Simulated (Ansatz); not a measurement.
CH$_{4}$F$_{2}$, closed shell: a pair in one relaxed arrangement.

Input (in.yaml):

```yaml
crystal:
  periodic: [false, false, false]
  atoms:
    - {symbol: H, position_ang: [0.060111, -0.362019, -3.062494]}
    - {symbol: H, position_ang: [-0.019908, -0.293973, -2.323436]}
    - {symbol: F, position_ang: [0.502894, -0.947201, 0.537784]}
    - {symbol: C, position_ang: [0.001914, 0.149397, 1.148768]}
    - {symbol: F, position_ang: [-0.707472, 0.859511, 0.243223]}
    - {symbol: H, position_ang: [-0.670074, -0.169941, 1.950059]}
    - {symbol: H, position_ang: [0.832534, 0.764226, 1.505996]}
basis:
  gaussian: {orbitals: "def2-TZVPPD.json"}
hamiltonian: {xc: {name: revPBE}, dispersion: d4}
```

The basis file named in the input lies beside it (Basis Set Exchange, JSON).

Command:

```bash
ansatz run in.yaml --threads 2 --pin off --events-out ev --progress --plain --max-ram 5222MiB
```

What Ansatz 0.2.0 printed:

```
Functional definition: revPBE
  name "revPBE"
  cite "Zhang & Yang, Phys. Rev. Lett. 80, 890 (1998) doi:10.1103/PhysRevLett.80.890"
  cite "Perdew, Burke & Ernzerhof, Phys. Rev. Lett. 77, 3865 (1996) doi:10.1103/PhysRevLett.77.3865"
  parameter kappa = 1.245
  parameter beta = 0.06672455060314922
  exchange = pbe_x(kappa = kappa, mu = beta*pi^2/3)
  correlation = pbe_c(beta = beta)
804 factors; their error is unknown
mean field evaluation 1: about -6533.7167 eV, gradient 3.5e1 eV
mean field evaluation 2: about -6532.6545 eV, gradient 4.5e1 eV
mean field evaluation 4: about -6535.9733 eV, gradient 3.3e0 eV
mean field evaluation 8: about -6535.9689 eV, gradient 4.8e-2 eV
mean field -6535.96894508 eV, -240.1924284927 hartree, gradient 1.8e-5 eV, S^2 0.000000; 0 other end points of the search recorded, 0 dependent functions left out
reference -6535.96900955 eV, -240.1924308621 hartree; 14, 14 occupied and 171, 171 virtual orbitals, 804 factors
Total energy: -6536.15920371 eV, -240.1994203684 hartree
```

The lines “mean field evaluation” count trial sets of orbitals through the whole run, from several starts and some on an approximate energy, so they need not fall steadily or lie above the final value.

The run took about 1.4 s on 2 CPU threads of an Arm Neoverse V1 (shared host).
